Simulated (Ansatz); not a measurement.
**CHN2+ (triplet): the correlation ladder, cc-pVDZ**

The task here is to estimate one member of a computed series from the others.

Method: cc-pVDZ, core rule «outside noble gas», up to 3 orbitals frozen; program: Ansatz 0.2.0, Gaussian basis.

The runs, in order: UHF; CCSD(T) on ROHF; CCSD(T) on UHF; BCCD(T) on ROHF; CISD; CCSDT(Q) on ROHF; CCSDT(Q) on UHF.

28 further runs of the same task are left out: 6 for a known fault of the program, 9 that didn't finish, 13 set aside as unsound or not needed.

## The system

The geometry is a PBE0/def2-TZVP stationary point (not a proven minimum) of the parent state, kept for this charge and spin.

4 atoms, charge 1, spin multiplicity 3.

Atoms are counted from 1 here; the program's logs count them from 0.

Bond lengths: C1–N2 1.321 Å, N2–N3 1.321 Å, N2–H4 1.033 Å. Angles: C1–N2–N3 129.0°, C1–N2–H4 119.2°, N3–N2–H4 111.8°.

Set-up of the first run:

in.yaml

```yaml
crystal:
  periodic: [false, false, false]
  atoms:
    - {symbol: C, position_ang: [0.000000, -0.252071, 1.248272]}
    - {symbol: N, position_ang: [0.000000, 0.334003, 0.064722]}
    - {symbol: N, position_ang: [0.000000, -0.216110, -1.136065]}
    - {symbol: H, position_ang: [0.000000, 1.365429, 0.013259]}
basis:
  gaussian: {orbitals: cc-pVDZ}
total_charge: 1
magnetization: {spin_polarized: true, initial_magnetization: 2}
hamiltonian: {xc: hf}
output: {orbitals: {seedname: orbitals}}
```

Started as:

```sh
> ansatz run in.yaml --threads 1 --pin off --events-out ev --progress --plain --max-ram 2393MiB
```

Steps of the session up to this table: UHF; CCSD(T) on ROHF; CCSD(T) on UHF; BCCD(T) on ROHF; CISD; CCSDT(Q) on ROHF; CCSDT(Q) on UHF.

One table of the session follows, with a row left open; its other results are not shown here.

| method | from UCCSDT(Q) (kcal/mol) |
| --- | --- |
| ROHF | +260.17 |
| UHF | +247.55 |
| RMP2 | +38.29 |
| UMP2 | ? |
| CISD | +37.45 |
| RCCSD | +11.29 |
| UCCSD | +10.89 |
| RCCSD(T) | +1.88 |
| UCCSD(T) | +2.16 |
| BCCD(T) | +1.79 |
| RCCSDT | +0.91 |
| UCCSDT | +0.86 |
| RCCSDT(Q) | +0.12 |
| UCCSDT(Q) | 0 |

Estimate the missing values for UMP2.

The run gave: from UCCSDT(Q) (kcal/mol): +44.95. In the column «from UCCSDT(Q) (kcal/mol)» it lies between RMP2 (+38.29) and UHF (+247.55).

To keep in mind: Restricted and unrestricted rows rest on different reference determinants; where their highest levels disagree by more than a few hundredths of an eV, they describe different states and don't form one ladder.
